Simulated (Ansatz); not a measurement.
A made-up structure of CH$_{6}$NSi (charge +1), closed shell:

C1  (-0.801, 0.798, -0.820)
Si2  (0.561, -0.874, 1.300)
N3  (0.568, -0.223, -0.208)
H4  (-1.216, 0.341, -1.726)
H5  (-0.417, 1.784, -1.105)
H6  (-1.593, 0.917, -0.078)
H7  (1.400, -0.446, -0.754)
H8  (1.620, -1.676, 1.802)
H9  (-0.486, -0.705, 2.243)
(Å)

It is relaxed with PBE-D4/def2-SVP and then PBE0-D4/def2-TZVP (Ansatz 0.2.0). Atoms count as bonded within 1.22 times the sum of their covalent radii (H–H: 0.88 Å). The end point is not checked to be a true minimum.

**Question.** Does its bonding change? (Judge from chemistry; the calculation decides.)

**Answer.** Computed: Yes. Formed: C1–N3; broken: none.

Where it ends: The first stage lowers the energy by 1.25 eV in 9 steps. It ends as CH₆NSi ([CH3][NH][SiH2]), total charge +1:
```
9
angstrom
C -0.6648 0.6916 -0.7493
Si 0.4840 -0.8265 1.2912
N 0.4054 -0.1405 -0.1932
H -1.0713 0.2157 -1.6423
H -0.2664 1.6722 -1.0119
H -1.4620 0.8153 -0.0173
H 1.1778 -0.2893 -0.8354
H 1.6755 -1.6225 1.6090
H -0.6421 -0.5998 2.2050
```

Labels in which every atom is bracketed show which atoms are joined, not bond orders.

For scale, one of the runs: PBE0-D4/def2-TZVP relaxation, 135 basis functions, launched by `ansatz run in.yaml --threads 2 --pin off --events-out ev --progress --plain --max-ram 4352MiB`. Hardware: 2 CPU threads of an Arm Neoverse V2, shared host. Wall time about 11 s.
